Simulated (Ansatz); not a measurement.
We consider rock-salt MgS, described by r²SCAN (PAW; Ansatz, a program for electronic structure).

Run with plane-wave cutoff 600 eV, 14×14×14 k mesh, finite displacements, scalar-relativistic PAW data made under PBE.

Computed at the level's own relaxed cell.

```cif
data_Mg4S4
_chemical_formula_sum 'Mg4 S4'
_space_group_name_H-M_alt 'Fm-3m'
_space_group_IT_number 225
_space_group_name_Hall '-F 4 2 3'
_cell_length_a 5.20296
_cell_length_b 5.20296
_cell_length_c 5.20296
_cell_angle_alpha 90.000
_cell_angle_beta 90.000
_cell_angle_gamma 90.000
loop_
_atom_site_label
_atom_site_type_symbol
_atom_site_symmetry_multiplicity
_atom_site_Wyckoff_symbol
_atom_site_fract_x
_atom_site_fract_y
_atom_site_fract_z
_atom_site_occupancy
Mg1 Mg 4 a 0.00000 0.00000 0.00000 1
S1 S 4 b 0.50000 0.50000 0.50000 1
```
(The calculation used a cell of 2 atoms; values per cell refer to that cell.)

Harmonic phonon frequencies (cm⁻¹; i marks an imaginary mode; at Γ without the LO shift):

```csv
q point,frequencies
Γ,___
X,136 136 197 266 266 306
L,___
```

Task: Some entries are withheld; supply them.

Result: 
- Γ, frequencies: 0 0 0 237 237 237
- L, frequencies: 182 182 201 201 305 368

With the long-range field the LO mode at Γ lies at 407 cm⁻¹.

Measured, for comparison: zone-centre TO phonon frequency 240 cm⁻¹ (temperature not stated, not corrected to a static lattice; as tabulated in Chmeruk and Núñez-Valdez (2023), arXiv:2212.11645). Computed (rounded) less measured: zone-centre TO phonon frequency -1 %.

No imaginary mode appears at these points.
